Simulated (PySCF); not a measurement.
**SiS with other numerical set-ups**

Aim: see how much the energy and properties of SiS depend on the numerical set-up.

The runs use PySCF 2.14.0; each script names its method and basis.

1 further run of the same task is left out (it didn't finish).

**1. The starting structure**

SiS: 2 atoms, charge 0, spin multiplicity 1.

Bond lengths: Si1–S2 1.984 Å.

**2. Base script**

input.py

```python
from pyscf import gto, dft

mol = gto.M(
    atom='Si 0 0 0; S 0 0 1.984',
    basis='crenbl',
    ecp={'Si': 'crenbl', 'S': 'crenbl'},
    charge=0,
    spin=0,
    verbose=3,
)
mf = dft.RKS(mol, xc='tpssh')
mf.kernel()
mf.stability(internal=True, external=True)
mf.dip_moment()
print('orbital energies (hartree):', mf.mo_energy[..., max(0, mol.nelec[1]-3):mol.nelec[0]+3].round(4))
```

Started as:

```console
$ OMP_NUM_THREADS=1 python input.py
```

The log of this run is left out.

It gives: E(SCF) = -14.027619 Eh, μ = 2.17 D, internal stable; real -> complex stable; RHF/RKS -> UHF/UKS stable.

The bond length is a typed value, not an optimised one.

**3. Sto-3g (core potential off)**

Run 1 changes basis set: crenbl → sto-3g; core potential: on → off. The core potential changes with it: totals don't compare.

input.py

```python
from pyscf import gto, dft

mol = gto.M(
    atom='Si 0 0 0; S 0 0 1.984',
    basis='sto-3g',
    charge=0,
    spin=0,
    verbose=3,
)
mf = dft.RKS(mol, xc='tpssh')
mf.kernel()
mf.stability(internal=True, external=True)
mf.dip_moment()
print('orbital energies (hartree):', mf.mo_energy[..., max(0, mol.nelec[1]-3):mol.nelec[0]+3].round(4))
```

Started as:

```console
$ OMP_NUM_THREADS=1 python input.py
```

**4. Integration grid (20, 50)**

Run 2 changes integration grid: default → (20, 50).

input.py: that of step 2 with these lines changed.

```diff
@@ -11,2 +11,3 @@
 mf = dft.RKS(mol, xc='tpssh')
+mf.grids.atom_grid = (20, 50)
 mf.kernel()
```

**5. Core potential off**

Run 3 changes core potential: on → off. The core potential changes with it: totals don't compare.

input.py: that of step 2 with these lines changed.

```diff
@@ -5,3 +5,2 @@
     basis='crenbl',
-    ecp={'Si': 'crenbl', 'S': 'crenbl'},
     charge=0,
```

**6. Density fitting weigend**

Run 4 changes density fitting: none → weigend.

input.py: that of step 2 with these lines changed.

```diff
@@ -11,2 +11,3 @@
 mf = dft.RKS(mol, xc='tpssh')
+mf = mf.density_fit(auxbasis='weigend')
 mf.kernel()
```

**7. Jorge-dzp-dkh (core potential off, X2C on)**

Run 5 changes basis set: crenbl → jorge-dzp-dkh; core potential: on → off; spin-free X2C: off → on. The core potential changes with it: totals don't compare.

input.py: that of step 2 with these lines changed.

```diff
@@ -4,4 +4,3 @@
     atom='Si 0 0 0; S 0 0 1.984',
-    basis='crenbl',
-    ecp={'Si': 'crenbl', 'S': 'crenbl'},
+    basis='jorge-dzp-dkh',
     charge=0,
@@ -11,2 +10,3 @@
 mf = dft.RKS(mol, xc='tpssh')
+mf = mf.sfx2c1e()
 mf.kernel()
```

Before running it: what results should come out? Wanted: for each run, E(SCF); from base; gap; SCF dipole; after the SCF.

**Answer**, as computed:

```csv
run,E(SCF) (hartree),from base (eV),gap (eV),SCF dipole (D),functions,after the SCF
base,-14.027619,0,n/a,2.17,32,stable
sto-3g (core potential off),-679.920040,not comparable,5.29,1.20,18,stable
"integration grid (20, 50) (poor choice)",-14.026519,+0.0299,n/a,2.16,32,stable
core potential off (poor choice),-500.609538,not comparable,1.92,1.57,32,unstable: RHF/RKS -> UHF/UKS
density fitting weigend,-14.027401,+0.0059,n/a,2.17,32,stable
"jorge-dzp-dkh (core potential off, X2C on)",-689.418948,not comparable,4.64,1.82,48,stable
```

Of the runs whose energies can be compared, “integration grid (20, 50)” moves the SCF energy most (+0.030 eV). Rows marked «poor choice» come from settings spoiled on purpose.
